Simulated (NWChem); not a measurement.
Si$_{2}$, triplet; SMILES [Si]=[Si]

Computed with NWChem. Spin-unrestricted. The state is orbitally degenerate and is run as one real component. No stability test was run on the SCF state. The level has its own optimisation; frequencies are unscaled.

**Question.** What does the run give for PBE0-D3(BJ)/def2-TZVP? Quantities: r Si–Si (Å); highest harmonic frequency (cm⁻¹); zero-point energy (kcal/mol).

**Answer.** 
```
Property                           Value
---------------------------------  -----
r Si–Si (Å)                        2.126
highest harmonic frequency (cm⁻¹)    595
zero-point energy (kcal/mol)         0.8
```
